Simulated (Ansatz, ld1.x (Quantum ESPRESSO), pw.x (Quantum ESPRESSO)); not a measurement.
## technetium: one change to the TM potential, in the atom and in the diamond crystal

Tc (Z = 43), norm-conserving Troullier–Martins (Kleinman–Bylander form), made with ld1.x (Quantum ESPRESSO) 7.5 (LDA (PW92), scalar-relativistic). Core [Kr], reference 4d5 5s1.75 5p0.25. Waves: 5p (bound): rc 3.45 bohr; 4d (bound): rc 2.30 bohr; 5s (bound): rc 2.45 bohr. Local part: the s channel. Core correction: none.

Change: core correction a·sin(br)/r model core inside 2.50 bohr.

Cutoffs, loose and tight: the cutoffs (Ry, on a coarse ladder) from which the occupation-weighted sum of valence levels, in a spherical-Bessel basis at the reference potential, stays within 10 and 1 mRy of its value at 400 Ry. They do not see the model core or the augmentation charge, which bear on the density cutoff. Test errors are all-electron minus pseudo excitation energies from the reference, over the configurations 4d5 5s2 5p0; 4d5 5s1 5p0; 4d5 5s0 5p0; 4d5 5s1.5 5p0; 4d4 5s2 5p0; 4d4 5s0 5p0; 4d5 5s1 5p1 (two spin-polarised tests are not counted in the largest error); variants that change the core or the reference have their own tests.

Crystal test: diamond Tc in pw.x 7.5, no spin, 8³ k-points, Fermi–Dirac smearing 0.01 Ry, cutoffs set for each file from its atomic test. The reference is all-electron LAPW (Ansatz 0.2.0) with the same functional, mesh and smearing; V0 and B0 come from Birch–Murnaghan fits to the pressures at five volumes. Errors are pseudo minus all-electron; Δ is the rms difference of the E(V) curves that follow from these fits, minima aligned, over ±6 % about the mean V0. Mesh and smearing are coarse, so the numbers serve the comparison and aren't converged zero-temperature values; the lattice is a test structure that the element need not adopt.

All-electron: a0 = 5.444 Å (V0 = 20.17 Å³/atom), B0 = 173.3 GPa.

Question: Does the change bring the crystal closer to the all-electron result?

Answer: The mean pressure error goes from +6.48 to +9.80 GPa, so the change moves the solid further from the all-electron pressures.

```csv
quantity,base,changed
outcome (atom),generated,generated
"cutoff, loose (atom)",35 Ry,35 Ry
"cutoff, tight (atom)",40 Ry,40 Ry
bound ghosts (atom),none,none
largest test error (meV) (atom),-61,-132
cutoffs in pw.x (Ry),50/200,50/200
a0 (Å),5.509,–
a0 error (%),+1.20,–
B0 error (%),-4.0,–
Δ (meV/atom),27.3,–
mean pressure error (GPa),+6.48,+9.80
```

A dash: not determined, or the minimum lies outside the volumes sampled.

Base: The largest radius (3.45 bohr) exceeds half the bond length (2.23 bohr), so the spheres overlap, which is one possible source of error among others. This is a poor potential for the solid. Changed file: The largest radius (3.45 bohr) exceeds half the bond length (2.23 bohr), so the spheres overlap, which is one possible source of error among others. This is a poor potential for the solid.
